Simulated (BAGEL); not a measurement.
# Si2NH7 (SMILES [SiH3]N[SiH3]): PBE0/6-31G(d) (density fitting with cc-pvqz-jkfit, spherical functions)

Aim: the energy change on altering one bond length of Si2NH7 at PBE0/6-31G* (density fitting with cc-pvqz-jkfit, spherical functions), from 2 runs. 

The calculation is run with BAGEL 1.2.2.

2 further runs of the same task are left out: 1 that didn't finish, 1 set aside as unsound or not needed.

**1. The structure to begin with**

Si2NH7 has 10 atoms, charge 0, and is taken as a singlet. As SMILES, `[SiH3]N[SiH3]`. The coordinates come from a PBE0-D4/def2-TZVP relaxation.

Bond lengths: Si1–N2 1.726 Å, N2–Si3 1.726 Å, Si1–H4 1.484 Å, Si1–H5 1.490 Å, Si1–H6 1.488 Å, N2–H7 1.011 Å, Si3–H8 1.484 Å, Si3–H9 1.488 Å, Si3–H10 1.490 Å. Some angles: Si1–N2–Si3 128.9°, Si1–N2–H7 115.5°, Si3–N2–H7 115.5°, N2–Si1–H4 107.4°, N2–Si1–H5 112.6°, N2–Si1–H6 110.9°, N2–Si3–H8 107.4°, N2–Si3–H9 110.9°, N2–Si3–H10 112.6°, H4–Si1–H5 109.0°.

**2. A single-point energy at PBE0/6-31G(d) (density fitting with cc-pvqz-jkfit, spherical functions)**

Contents of dft.json:

```json
{ "bagel": [

{
  "title": "molecule",
  "basis": "6-31gs.json",
  "df_basis": "cc-pvqz-jkfit",
  "angstrom": true,
  "geometry": [
    { "atom": "Si", "xyz": [   -1.042800,    0.758390,   -0.879990 ] },
    { "atom": "N", "xyz": [    0.119990,    0.500410,    0.368670 ] },
    { "atom": "Si", "xyz": [    0.995830,   -0.935260,    0.755390 ] },
    { "atom": "H", "xyz": [   -1.373610,   -0.567260,   -1.458240 ] },
    { "atom": "H", "xyz": [   -0.532280,    1.645360,   -1.962590 ] },
    { "atom": "H", "xyz": [   -2.274280,    1.393560,   -0.336440 ] },
    { "atom": "H", "xyz": [    0.361990,    1.317290,    0.912940 ] },
    { "atom": "H", "xyz": [    0.403090,   -2.042290,   -0.034740 ] },
    { "atom": "H", "xyz": [    0.897240,   -1.243020,    2.208320 ] },
    { "atom": "H", "xyz": [    2.444830,   -0.827180,    0.426680 ] }
  ]
},
{ "title": "ks", "xc_func": "pbe0" },
{ "title": "print", "file": "orbitals.molden", "orbitals": true }

]}
```

The basis set 6-31G* is read from a file made from the Basis Set Exchange's data (not shown).

The run is started by

```
$ BAGEL_NUM_THREADS=1 BAGEL dft.json > dft.out
```

Output:

```text
* using 1 threads per process

  ===============================================================
  ===============================================================

  *** Geometry ***

  { "atom" : "Si", "xyz" : [     -1.970606,      1.433149,     -1.662940 ] },
  { "atom" : "N", "xyz" : [      0.226748,      0.945638,      0.696685 ] },
  { "atom" : "Si", "xyz" : [      1.881846,     -1.767385,      1.427480 ] },
  { "atom" : "H", "xyz" : [     -2.595747,     -1.071966,     -2.755674 ] },
  { "atom" : "H", "xyz" : [     -1.005863,      3.109280,     -3.708758 ] },
  { "atom" : "H", "xyz" : [     -4.297766,      2.633447,     -0.635779 ] },
  { "atom" : "H", "xyz" : [      0.684062,      2.489317,      1.725207 ] },
  { "atom" : "H", "xyz" : [      0.761730,     -3.859369,     -0.065649 ] },
  { "atom" : "H", "xyz" : [      1.695538,     -2.348967,      4.173120 ] },
  { "atom" : "H", "xyz" : [      4.620059,     -1.563144,      0.806308 ] },

  Number of auxiliary basis functions:      759

  Since a DF basis is specified, we compute 2- and 3-index integrals:
    o Being stored without compression. Storage requirement is 0.025 GB

  Number of basis functions:       64
  Number of electrons      :       42

    * METHOD: MOLECULE                             0.65

  *** Kohn-Sham DFT ***

    * Removing 16803 points whose weight is below 1.00e-10
    * Grid points: 132257

  === Nuclear Repulsion ===
   156.9035903748

       - DIIS with orbital gradients will be used.

  === KS iteration (pbe0 / 6-31gs.json) ===
      0       -611.14034193          0.16455057           0.41
      1       -618.09798374          0.08011960           0.31
      2       -599.62664808          0.21252946           0.31
      3       -615.63970189          0.18614909           0.31
      4       -618.96477509          0.18796208           0.31
      5       -616.97359310          0.19072523           0.30
      6       -627.76416647          0.15416773           0.31
      7       -619.18634189          0.08157544           0.31
      8       -629.85147709          0.10618392           0.33
      9       -627.34887468          0.15558122           0.30
     10       -628.71289799          0.14460249           0.32
     11       -628.41584421          0.14919043           0.31
     12       -628.11765829          0.15243567           0.31
     13       -609.82186091          0.15442890           0.31
     14       -626.05299368          0.09569165           0.31
     15       -631.80150368          0.07665206           0.30
     16       -637.43568811          0.02269710           0.29
     17       -637.58201388          0.00761408           0.29
     18       -637.60489784          0.00297613           0.29
     19       -637.60914799          0.00130922           0.30
     20       -637.61002554          0.00017040           0.30
     21       -637.61003446          0.00002628           0.31
     22       -637.61003466          0.00000891           0.32
     23       -637.61003469          0.00000364           0.31
     24       -637.61003469          0.00000048           0.31
     25       -637.61003469          0.00000010           0.31
     26       -637.61003469          0.00000003           0.31
     27       -637.61003469          0.00000001           0.31
    * SCF iteration converged.

    * Permanent dipole moment:
           (   -0.088567,    -0.296260,    -0.196434) a.u.

    * METHOD: KS                                   9.40

    * METHOD: PRINT                                0.01

  ===============================================================
```

It took 11 s on 1 thread of Intel Xeon 6975P-C (Granite Rapids), shared host; peak memory 0.43 GiB.

**3. The distorted shape, same level**

Contents of job.json:

```json
{ "bagel" : [

{
  "title" : "molecule",
  "basis" : "6-31gs.json",
  "df_basis" : "cc-pvqz-jkfit",
  "angstrom" : true,
  "geometry" : [
    { "atom" : "Si", "xyz" : [      -0.924489,       1.127710,      -2.623546 ] },
    { "atom" : "N", "xyz" : [       0.238301,       0.869730,      -1.374886 ] },
    { "atom" : "Si", "xyz" : [       1.114141,      -0.565940,      -0.988166 ] },
    { "atom" : "H", "xyz" : [      -1.255299,      -0.197940,      -3.201796 ] },
    { "atom" : "H", "xyz" : [      -0.413969,       2.014680,      -3.706146 ] },
    { "atom" : "H", "xyz" : [      -2.155969,       1.762880,      -2.079996 ] },
    { "atom" : "H", "xyz" : [       0.480301,       1.686610,      -0.830616 ] },
    { "atom" : "H", "xyz" : [       0.521401,      -1.672970,      -1.778296 ] },
    { "atom" : "H", "xyz" : [       0.897240,      -1.243020,       2.208320 ] },
    { "atom" : "H", "xyz" : [       2.563141,      -0.457860,      -1.316876 ] }
  ]
},

{
  "title" : "ks",
  "xc_func" : "pbe0"
},

{
  "title" : "print",
  "file" : "orbitals.molden",
  "orbitals" : true
}

]}
```

The basis set 6-31G* is read from a file made from the Basis Set Exchange's data (not shown).

The run is started by

```
$ BAGEL_NUM_THREADS=1 BAGEL job.json > job.out
```

Output:

```text
* using 1 threads per process

  ===============================================================
  ===============================================================

  *** Geometry ***

  { "atom" : "Si", "xyz" : [     -1.747031,      2.131063,     -4.957783 ] },
  { "atom" : "N", "xyz" : [      0.450324,      1.643552,     -2.598158 ] },
  { "atom" : "Si", "xyz" : [      2.105421,     -1.069472,     -1.867363 ] },
  { "atom" : "H", "xyz" : [     -2.372171,     -0.374052,     -6.050518 ] },
  { "atom" : "H", "xyz" : [     -0.782288,      3.807193,     -7.003601 ] },
  { "atom" : "H", "xyz" : [     -4.074191,      3.331360,     -3.930623 ] },
  { "atom" : "H", "xyz" : [      0.907637,      3.187231,     -1.569637 ] },
  { "atom" : "H", "xyz" : [      0.985305,     -3.161455,     -3.360492 ] },
  { "atom" : "H", "xyz" : [      1.695538,     -2.348967,      4.173120 ] },
  { "atom" : "H", "xyz" : [      4.843635,     -0.865230,     -2.488535 ] },

  Number of auxiliary basis functions:      759

  Since a DF basis is specified, we compute 2- and 3-index integrals:
    o Being stored without compression. Storage requirement is 0.025 GB

  Number of basis functions:       64
  Number of electrons      :       42

    * METHOD: MOLECULE                             0.52

  *** Kohn-Sham DFT ***

    * Removing 15799 points whose weight is below 1.00e-10
    * Grid points: 133261

  === Nuclear Repulsion ===
   152.8862750982

       - DIIS with orbital gradients will be used.

  === KS iteration (pbe0 / 6-31gs.json) ===
      0       -611.02684388          0.16395063           0.62
      1       -618.02888335          0.07825856           0.32
      2       -601.98654559          0.21168959           0.31
      3       -615.92687866          0.18820094           0.31
      4       -616.62981313          0.19093527           0.33
      5       -616.60546648          0.19087916           0.32
      6       -618.21097856          0.18772341           0.34
      7       -618.43439309          0.08305666           0.31
      8       -621.23472203          0.14827848           0.32
      9       -621.72730342          0.15348801           0.32
     10       -622.15837285          0.16832306           0.32
     11       -623.59968043          0.16196350           0.31
     12       -623.45634833          0.16698094           0.31
     13       -610.92129013          0.12369638           0.31
     14       -624.53013032          0.09676736           0.31
     15       -636.85458949          0.03330795           0.31
     16       -637.10616744          0.01287766           0.31
     17       -637.26596576          0.01045436           0.31
     18       -637.44323926          0.00266588           0.31
     19       -637.43291675          0.00422220           0.32
     20       -637.43215286          0.00422489           0.32
     21       -637.43454031          0.00398525           0.32
     22       -637.44634660          0.00107030           0.40
     23       -637.44702602          0.00013869           0.41
     24       -637.44703835          0.00004055           0.38
     25       -637.44703887          0.00001490           0.41
     26       -637.44703904          0.00000117           0.32
     27       -637.44703904          0.00000108           0.31
     28       -637.44703904          0.00000015           0.31
     29       -637.44703904          0.00000004           0.31
     30       -637.44703904          0.00000000           0.31
    * SCF iteration converged.

    * Permanent dipole moment:
           (   -0.017152,    -0.716648,     1.035043) a.u.

    * METHOD: KS                                  11.16

    * METHOD: PRINT                                0.01

  ===============================================================
```

Wall time 12 s (1 thread of Intel Xeon 6975P-C (Granite Rapids), shared host); peak memory 0.43 GiB.

**4. Outcome**

At PBE0/6-31G* (density fitting with cc-pvqz-jkfit, spherical functions):

| quantity | value |
| --- | --- |
| first shape: total energy | -637.61003 Eh |
| first shape: dipole moment | 0.93 D |
| first shape: HOMO energy | -7.30 eV |
| first shape: LUMO energy | 0.39 eV |
| first shape: HOMO–LUMO gap | 7.68 eV |
| distorted shape: total energy | -637.44704 Eh |
| distorted shape: dipole moment | 3.20 D |
| distorted shape: HOMO energy | -5.88 eV |
| distorted shape: LUMO energy | -3.08 eV |
| distorted shape: HOMO–LUMO gap | 2.80 eV |
| energy change with the Si3–H9 bond stretched from 1.488 to 3.275 Å | 4.435 eV |

**Reading.** One bond (distorted shape) is far stretched, which a spin-restricted single reference describes badly; a broken-symmetry solution may lie lower. With the Si3–H9 bond stretched from 1.488 to 3.275 Å the energy rises by 4.44 eV (428 kJ/mol). The first shape isn't relaxed at this level, so the change isn't measured from a minimum. A restricted reference can't describe the breaking bond well at this length.
